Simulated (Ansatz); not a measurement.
Ansatz (an electronic-structure program) input (PBE/STO-3G):

Ansatz 0.2 input:
```yaml
crystal:
  periodic: [false, false, false]
  atoms:
    - {symbol: C, position_ang: [0.00476229, 0.43392420, -0.00203639]}
    - {symbol: C, position_ang: [1.18383408, -0.15360148, 0.00493325]}
    - {symbol: F, position_ang: [-1.14596015, -0.26718838, -0.00280751]}
    - {symbol: H, position_ang: [-0.17580160, 1.50100015, -0.00772733]}
    - {symbol: H, position_ang: [1.28003303, -1.23028006, 0.01036986]}
    - {symbol: H, position_ang: [2.07783169, 0.45203897, 0.00524394]}
basis:
  gaussian:
    orbitals: STO-3G
hamiltonian:
  xc: {name: PBE}
magnetization: {spin_polarized: false}
```

Output:

```
Functional definition: PBE
integrals: 0.01 GiB planned
251 factors; integrals over basis functions are off by at most 3.6e-5 eV
mean field: 0.06 GiB planned
mean field evaluation 1: about -4767.1197 eV, gradient 1.5e1 eV
mean field evaluation 2: about -4763.6006 eV, gradient 3.5e1 eV
mean field evaluation 4: about -4767.8462 eV, gradient 3.7e-1 eV
mean field evaluation 8: about -4767.7552 eV, gradient 2.3e-3 eV
mean field -4767.75519671 eV, -175.2117717786 hartree, gradient 1.9e-5 eV, S^2 0.000000; 0 other end points of the search recorded, 0 dependent functions left out
reference -4767.75521227 eV, -175.2117723505 hartree; 12, 12 occupied and 6, 6 virtual orbitals, 251 factors
Total energy: -4767.75521227 eV, -175.2117723505 hartree
```
